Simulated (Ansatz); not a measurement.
Iron, bcc: convergence with the plane-wave cutoff

Computed with Ansatz, r²SCAN, scalar-relativistic PAW, on the relaxed cell (a = 2.869 Å; ferromagnetic, net 2.65 μB per atom). Errors count from a run at 500 eV on a Γ-centred 25×25×25 mesh with Fermi-Dirac smearing of 0.05 eV, extrapolated to zero width. Fixed here: mesh 15×15×15, Fermi-Dirac width 0.05 eV. The pressure holds a Pulay correction and is unreliable far below the recommended cutoff.

```tsv
cutoff (eV)	E(σ→0) error (meV/atom)	P (GPa)	sphere moment (μB)	SCF iterations
150	78854.0	-100.75	0.00	22
200	16167.1	0.97	3.01	17
250	2722.4	10.97	2.86	13
300	342.6	3.48	2.83	14
350	25.9	0.21	2.83	14
420	4.0	0.04	2.83	14
600	-3.1	0.02	2.83	14
800	-4.3	0.00	2.83	15
```

Problem. What does the run at 500 give (cutoff)?

Solution. E(σ→0) error (meV/atom): -1.2; P (GPa): 0.01; sphere moment (μB): 2.83; SCF iterations: 14.

Within 5 meV/atom of the last row: from 500 eV on.
